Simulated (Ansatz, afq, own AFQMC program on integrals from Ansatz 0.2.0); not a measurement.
AFQMC on a folder of integrals that Ansatz 0.2.0 wrote.

```yaml
crystal:
  periodic: [false, false, false]
  atoms:
    - {symbol: Br, position_ang: [-1.846965, 0.234988, 0.000000]}
    - {symbol: H, position_ang: [-0.268965, 0.234988, 0.000000]}
    - {symbol: O, position_ang: [0.932035, 0.234988, 0.000000]}
    - {symbol: H, position_ang: [1.183894, -0.704963, 0.000000]}
basis:
  gaussian: {orbitals: cc-pVTZ}
magnetization: {spin_polarized: true, initial_magnetization: 1}
correlation: {method: ccsd_t, electrons: outside_noble_gas, hamiltonian_folder: ham}
```

```sh
$ ansatz run in.yaml --threads 1 --pin off --events-out ev --progress --plain --max-ram 16896MiB --backend cuda --devices 0, --max-vram 18GiB
```

afq runs on the folder ham with

```
--method phaseless --trial cisd --walkers 1400 --populations 20 --least-time 60 --time-step 0.005 --steps-per-block 50 --equilibration-blocks 28 --max-blocks 4000 --target-error 0.00023 --factor-cut 1e-05 --start spin_pure --seed 9886 --release-times 0.24,0.51,0.99,1.5 --release-step 0.03 --release-every 4 --taylor-order 6
```

Times are imaginary, in 1/Eh. The walk had a cap of 238 s. With eight or more populations the least sampling time is a fifth of least-time, and the error comes from their spread. Filled inner d shells are frozen with the cores.

```
orbitals 86  electrons 8 7  factors 561 of 622
reference energy -2648.44075902 Eh
CCSD correlation -0.43400286 Eh in 17 cycles, weight of the determinant in the CISD state 0.8537
energy of the start -2648.870036 Eh
 block  time / (1/Eh)  mean weight  energy / Eh
     1     0.250  0.9995  -2648.867955
     2     0.500  0.9999  -2648.875668
     3     0.750  1.0000  -2648.881052
     4     1.000  1.0002  -2648.883839
     5     1.250  0.9999  -2648.885483
     8     2.000  1.0005  -2648.890157
    13     3.250  0.9999  -2648.893302
    22     5.500  0.9999  -2648.892895
    28     7.000  0.9991  -2648.887608
    31     7.750  1.0001  -2648.890577
    34     8.500  0.9996  -2648.894176
    40    10.000  0.9998  -2648.893588
    49    12.250  0.9995  -2648.889121
    58    14.500  0.9996  -2648.890689
    67    16.750  1.0004  -2648.890537
    76    19.000  1.0004  -2648.891733
    85    21.250  0.9993  -2648.889316
    94    23.500  1.0001  -2648.891178
   103    25.750  0.9995  -2648.890615
   112    28.000  0.9999  -2648.889558
   121    30.250  1.0007  -2648.888838
   130    32.500  1.0000  -2648.889846
   136    34.000  1.0001  -2648.890104
error from the spread of 20 populations
released: time / (1/Eh)  energy / Eh  error  mean overlap
  0.24  -2648.891180  0.000211  0.9929
  0.51  -2648.891663  0.000267  0.9849
  0.99  -2648.891943  0.000327  0.9723
  1.50  -2648.892074  0.000361  0.9597
energy -2648.890445 +/- 0.000192 Eh
(rows thinned)
```

Question: Estimate how long the walk took on 1 × NVIDIA H100 80GB HBM3 with 2 threads of AMD EPYC 7R13 Processor (Zen 3), with other jobs on the host (the card was shared).

Answer: 3.4 min of wall time.

The run passed its tests (sampling time, drift between the halves within three errors, error under three times the target), which doesn't prove that it has relaxed.

Against this walk (error 5.2 meV) on the same determinant: CCSD(T) 3.8 meV higher (within the noise). The error is statistical and leaves out the bias of the constraint. None of these is a sure reference here. Released to 1.50 1/Eh the energy lies 44 ± 11 meV (both errors) below the phaseless value, which shows part or all of the bias of the constraint, and CCSD(T) lies 48.1 meV above the released value.

Cautions: constraint bias not in the error; no relativity below Rb; no spin-orbit coupling; inner d shell frozen; unrestricted determinant slightly spin contaminated (⟨S²⟩ 0.81 against 0.75).

A walk keeps the symmetry of its determinant, which the program's search chose and which needn't be the lowest solution, so a lower state of the same spin and another symmetry isn't excluded.
